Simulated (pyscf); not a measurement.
Single points on ωB97X-D3(BJ)/def2-SVP structures (PySCF, gas phase).

Question: HF (SMILES F) + HO–Ge(F)(F)–F (SMILES [OH][Ge]([F])([F])[F]) → F–Ge(F)(F)–F (SMILES [F][Ge]([F])([F])[F]) + H₂O (SMILES O)
Surface: singlet. Broken: F–H, Ge–O. Formed: F–Ge, H–O. Give ΔE‡ and ΔE from HF/def2-TZVP, relative to the separated reactants.

Answer: ΔE‡ = 21.9 kcal/mol, ΔE = -4.0 kcal/mol. ωB97M-D3(BJ)/def2-TZVP gives 7.9 kcal/mol and -3.5 kcal/mol. Zero-point energy shifts the barrier by +0.9 kcal/mol. It is a four-centre exchange, with an imaginary mode of 810i cm⁻¹. On the reactant side the descent ends in a complex, 4.4 kcal/mol under the separated species and 12.3 kcal/mol under the saddle at ωB97X-D3(BJ)/def2-TZVP. On the product side the descent ends in an adduct with a Ge–O contact, 10.4 kcal/mol under the separated species and 21.5 kcal/mol under the saddle at ωB97X-D3(BJ)/def2-TZVP. What is counted as broken (Ge–O) persists as a longer contact in the product adduct; parting that adduct is a step of its own. This is the saddle that the search found; another between the same sides may lie lower. Elements up to Kr have no core potential and no relativistic terms here.
